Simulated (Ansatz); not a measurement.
The input, for Ansatz 0.2.0:

```yaml
crystal:
  periodic: [false, false, false]
  atoms:
    - {symbol: B, position_ang: [0.000000, 0.000000, 0.848000]}
    - {symbol: B, position_ang: [0.000000, 0.000000, -0.848000]}
    - {symbol: H, position_ang: [0.000000, 0.000000, 2.023734]}
    - {symbol: H, position_ang: [0.000000, 0.000000, -2.023734]}
basis:
  gaussian: {orbitals: cc-pVTZ}
correlation: {method: fic_mrcisd_q, electrons: outside_noble_gas, active_space: {window: {electrons: 8, orbitals: 10}, shells: [{species: B, l: s, shell: 2}, {species: B, l: p, shell: 2}, {species: H, l: s, shell: 1}]}}
```

```sh
$ ansatz run in.yaml --threads 2 --pin off --events-out ev --progress --plain --max-ram 16896MiB --backend cuda --devices 0, --max-vram 18GiB
```

Q: Roughly how long does this take on 2 threads of AMD EPYC 7R13 with a shared H100 80 GB, shared host, and how much host memory?

A: 7 s wall and 0.92 GiB.

```
1040 factors; integrals over basis functions are off by at most 2.4e-7 eV
mean field evaluation 1: about -1369.7342 eV, gradient 1.3e1 eV
mean field evaluation 2: about -1369.7327 eV, gradient 1.3e1 eV
mean field evaluation 4: about -1370.6657 eV, gradient 3.0e-1 eV
mean field evaluation 8: about -1370.6660 eV, gradient 1.7e-5 eV
mean field evaluation 16: about -1370.6650 eV, gradient 4.1e-1 eV
mean field -1370.66603296 eV, -50.3710476405 hartree, gradient 2.0e-6 eV, S^2 0.000000; 2 other end points of the search recorded, 0 dependent functions left out; unrestricted orbitals would lower it
reference -1370.66603296 eV, -50.3710476405 hartree; 6, 6 occupied and 82, 82 virtual orbitals, 1040 factors
state -1373.39879454 eV, -50.4714747763 hartree
contracted CI cycle   1: correlation 0.00000000 eV, 0.0000000000 hartree, residual 1.58e1 eV
contracted CI cycle   2: correlation -3.05564223 eV, -0.1122927807 hartree, residual 3.17e0 eV
contracted CI cycle   3: correlation -3.17783853 eV, -0.1167834118 hartree, residual 7.11e-1 eV
contracted CI cycle   4: correlation -3.18370153 eV, -0.1169988734 hartree, residual 1.60e-1 eV
contracted CI cycle   5: correlation -3.18401787 eV, -0.1170104985 hartree, residual 4.18e-2 eV
contracted CI cycle   6: correlation -3.18403818 eV, -0.1170112450 hartree, residual 1.09e-2 eV
contracted CI cycle   7: correlation -3.18403951 eV, -0.1170112938 hartree, residual 2.65e-3 eV
contracted CI cycle   8: correlation -3.18403959 eV, -0.1170112966 hartree, residual 6.01e-4 eV
state -1373.39879454 eV, -50.4714747763 hartree; corrected -1376.76132422 eV, -50.5950454628 hartree
Total energy: -1376.76132422 eV, -50.5950454628 hartree
Checks for a lower state left out: starts, orbital_swaps
```

Natural occupations: 1.9774 1.9756 1.9668 0.9567 0.9567 0.0507 0.0507 0.0344 0.0182 0.0130.
